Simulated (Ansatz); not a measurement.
## C2H2 (acetylene): the energy, rung by rung

The species is C2H2 (4 atoms), meant as a singlet with charge 0. As SMILES, `C#C`. Geometry: optimised at r2SCAN/def2-SVP.

Each level gives the adiabatic ionisation energy (to the doublet cation, shapes relaxed at r2SCAN/def2-SVP, no zero-point term) (eV). The values are calculated.

```csv
level,kind,program,value (eV),less CCSD(T)/def2-TZVPP,CPU time (all runs)
HF/def2-TZVPP,Hartree–Fock,Ansatz,9.80,-1.49,2.2 s
SVWN5/def2-TZVPP,LDA,Ansatz,11.60,+0.31,3.8 s
PBE/def2-TZVPP,GGA,Ansatz,11.25,-0.04,8.8 s
B3LYP/def2-TZVPP,global hybrid,Ansatz,11.26,-0.03,9.9 s
CAM-B3LYP/def2-TZVPP,range-separated hybrid,Ansatz,11.26,-0.03,11 s
B2PLYP/def2-TZVPP,double hybrid,Ansatz,11.27,-0.02,26 s
RPA@PBE/def2-TZVPP,RPA,Ansatz,11.38,+0.09,34 s
MP2/def2-TZVPP,perturbation theory,Ansatz,11.47,+0.18,2 s
CCSD(T)/def2-TZVPP,coupled cluster or CI,Ansatz,11.29,0.00,5.5 s
```

Differences are taken from CCSD(T)/def2-TZVPP for orientation; it has basis-set and higher-order errors of its own. The values span 9.80 to 11.60 eV. In so small a basis fixed costs decide the times, and correlated methods can beat functionals. CPU times are rough (shared hosts, several kinds of processor and program).
